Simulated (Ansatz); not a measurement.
Relaxation of CH3Cl2 (6 atoms, charge -1, multiplicity 1), to a largest force component of 0.02 eV/Å in at most 40 steps.

Theory: RKS B3LYP-D4/6-31G* (Ansatz).

```xyz
6
Properties=species:S:1:pos:R:3
Cl 0.047 -0.071 -2.797
C -0.001 0.121 0.464
Cl -0.105 -1.217 1.610
H 0.915 0.666 0.672
H -0.868 0.758 0.615
H 0.011 -0.259 -0.563
```

Problem. Where does it end, and by what steps?

Solution. It converged. Limits of this set-up: an anion without diffuse functions, the dipole of an ion depends on the origin. After 11 steps the energy has fallen by 0.116 eV; Cl1 moved furthest, 0.88 Å.

| step | energy less start (eV) | largest force component (eV/Å) | accepted |
| --- | --- | --- | --- |
| 0 | 0.0000 | 1.022 | yes |
| 1 | -0.0450 | 0.530 | yes |
| 2 | -0.0496 | 0.571 | yes |
| 3 | -0.0646 | 0.037 | yes |
| 4 | -0.0667 | 0.118 | yes |
| 5 | -0.0689 | 0.184 | yes |
| 6 | -0.0721 | 0.225 | yes |
| 7 | -0.0778 | 0.483 | yes |
| 8 | -0.0871 | 0.496 | yes |
| 9 | -0.0998 | 0.483 | yes |
| 10 | -0.1114 | 0.307 | yes |
| 11 | -0.1160 | 0.010 | yes |

```xyz
6
Properties=species:S:1:pos:R:3
Cl 0.098 0.776 -2.581
C -0.013 -0.103 0.350
Cl -0.082 -0.664 2.133
H 0.914 0.441 0.208
H -0.871 0.536 0.170
H -0.047 -0.985 -0.279
```

Time of the run: 16 s on 1 thread of Arm Neoverse V1 (shared host), peak memory 0.1 GiB.
